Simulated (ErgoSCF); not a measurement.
**C4H8 (methylcyclopropane) at HF/Ahlrichs VDZ**

Aim: the energy change on altering one bond length of C4H8 (methylcyclopropane) at HF/Ahlrichs VDZ, from 2 runs. 

The calculation is run with ErgoSCF 3.8.

14 further runs of the same task are left out: 7 that didn't finish, 7 set aside as unsound or not needed.

### 1 The structure to begin with

The species is C4H8 (12 atoms), meant as a singlet with charge 0. SMILES: `CC1CC1`. The coordinates come from a PBE0-D4/def2-TZVP relaxation.

Bond lengths: C1–C2 1.501 Å, C2–C3 1.497 Å, C2–C4 1.497 Å, C3–C4 1.501 Å, C1–H5 1.094 Å, C1–H6 1.094 Å, C1–H7 1.094 Å, C2–H8 1.086 Å, C3–H9 1.083 Å, C3–H10 1.084 Å, C4–H11 1.084 Å, C4–H12 1.083 Å. Some angles: C1–C2–C3 120.0°, C1–C2–C4 120.1°, C3–C2–C4 60.2°, C2–C3–C4 59.9°, C2–C4–C3 59.9°, C1–C2–H8 114.8°, C3–C2–H8 115.5°, C4–C2–H8 115.5°, C2–C1–H5 111.4°, C2–C1–H6 111.4°.

### 2 A single-point energy at HF/Ahlrichs VDZ

job.ego

```
set_nthreads(1)
molecule_inline
C     -1.75763427     1.95813421    -0.83223539
C     -0.76137066    -0.25416816     0.63816051
C      1.97608661    -0.36963043     1.34283938
C      0.93635929    -2.13898100    -0.61434996
H     -3.45706497     1.45433323    -1.89501736
H     -2.23176655     3.53926806     0.41120440
H     -0.34789858     2.62804212    -2.18679107
H     -2.06376990    -1.02290875     2.02484154
H      2.48952520    -1.14044972     3.16774790
H      3.18059804     1.15821314     0.70222223
H      1.44205001    -1.79996413    -2.57021650
H      0.74058367    -4.11601247    -0.12415501
EOF
basis = "Ahlrichs-VDZ"
scf.use_diagonalization = 1
tmpdir = "."
scf.max_number_of_iterations = 150
scf.output_mulliken_pop = 1
run "HF"
```

Command:

```bash
$ ergo < job.ego
```

The log of the run:

```text
[...]
INSC SCF_general constructor, number of basis functions: 52
[...]
INSC Energy   1 =        -90.55090939528
[...]
INDE E_LUMO =          0.18437891455
[...]
INSC Energy  13 =       -155.89986800494  ( diff     -0.000000000000966 )
[...]
RESC CONVERGED after  13 iterations.
RESC FINAL ENERGY:       -155.89986800494
[...]
INSC SCF: dipole_moment_x [atomic units] =      -0.05448446
INSC SCF: dipole_moment_y [atomic units] =       0.02368951
INSC SCF: dipole_moment_z [atomic units] =       0.00749851
[...]
```

Wall time 11 s (1 thread of Arm Neoverse N1, shared host); peak memory 0.26 GiB.

### 3 The distorted shape, same level

ergo.in

```
set_nthreads(1)
scf.max_number_of_iterations = 150
tmpdir = "."
basis = "Ahlrichs-VDZ"
scf.output_mulliken_pop = 1
scf.use_diagonalization = 1
molecule_inline
C  -2.25579442 3.06434776 -1.56747491
C  -0.76137066 -0.25416816 0.63816051
C  1.97608661 -0.36963043 1.34283938
C  0.93635929 -2.13898100 -0.61434996
H  -3.95522512 2.56054677 -2.63025688
H  -2.72992671 4.64548161 -0.32403512
H  -0.84605873 3.73425567 -2.92203059
H  -2.06376990 -1.02290875 2.02484154
H  2.48952520 -1.14044972 3.16774790
H  3.18059804 1.15821314 0.70222223
H  1.44205001 -1.79996413 -2.57021650
H  0.74058367 -4.11601247 -0.12415501
EOF
run "HF"
```

Command:

```bash
$ ergo ergo.in
```

The log of the run:

```text
[...]
INSC SCF_general constructor, number of basis functions: 52
[...]
INSC Energy   1 =        -89.55066851436
[...]
INDE E_LUMO =          0.13580713396
[...]
INSC Energy  17 =       -155.78341182333  ( diff     -0.000000000001990 )
[...]
RESC CONVERGED after  17 iterations.
RESC FINAL ENERGY:       -155.78341182333
[...]
INSC SCF: dipole_moment_x [atomic units] =       0.02808832
INSC SCF: dipole_moment_y [atomic units] =       0.01988470
INSC SCF: dipole_moment_z [atomic units] =      -0.03294917
[...]
```

Wall time 13 s (1 thread of Arm Neoverse N1, shared host); peak memory 0.26 GiB.

### 4 Outcome

Level: HF/Ahlrichs VDZ.

| quantity | value |
| --- | --- |
| first shape: total energy | -155.89987 Eh |
| first shape: dipole moment | 0.15 D |
| distorted shape: total energy | -155.78341 Eh |
| distorted shape: dipole moment | 0.12 D |
| energy change with the C1–C2 bond stretched from 1.501 to 2.252 Å | 3.169 eV |

One bond (distorted shape) is far stretched, which a spin-restricted single reference describes badly; a broken-symmetry solution may lie lower. With the C1–C2 bond stretched from 1.501 to 2.252 Å the energy rises by 3.17 eV (73 kcal/mol). The first shape isn't relaxed at this level, so the change isn't measured from a minimum. A restricted reference can't describe the breaking bond well at this length. Mulliken charges (first shape) run from -0.31 on C2 to +0.14 on H9; they depend strongly on the basis.
